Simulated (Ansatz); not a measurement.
Computed with Ansatz on PBE0-D4/def2-TZVP structures; ΔE is electronic, products minus reactants. CBS: def2 TZ/QZ extrapolation, frozen cores. Functionals use def2-TZVPP. No spin–orbit coupling; open shells (•) take unrestricted orbitals. Spin–orbit coupling would lower the free atoms: a little for Cl.

`F[SiH3]` + Cl• → `F[SiH2]`• + HCl  (hydrogen abstraction from the Si–H bond)

```csv
species,r2SCANh energy (Eh)
`F[SiH3]`,-391.16489
Cl•,-460.11665
`F[SiH2]`•,-390.51452
HCl,-460.78455
```

(1) Work out ΔE.

Largest T1 diagnostic among the species: 0.014.

Results:

(1) ΔE = (-390.51452) + (-460.78455) − (-391.16489) − (-460.11665) = -0.01753 Eh = -46.0 kJ/mol. CCSD(T)/CBS gives -33.3 kJ/mol.

Leaving LDA and LC-ωPBE aside and taking each functional with its dispersion term where it has one, the values, not all of them listed here, spread over 41.5 kJ/mol, from PBE-D4 to BHLYP-D4. LDA lies −19.5 kJ/mol from PBE without D4. From PBE to PBE0 (25 % exact exchange), in def2-TZVPP and without D4, ΔE moves by +12.1 kJ/mol.
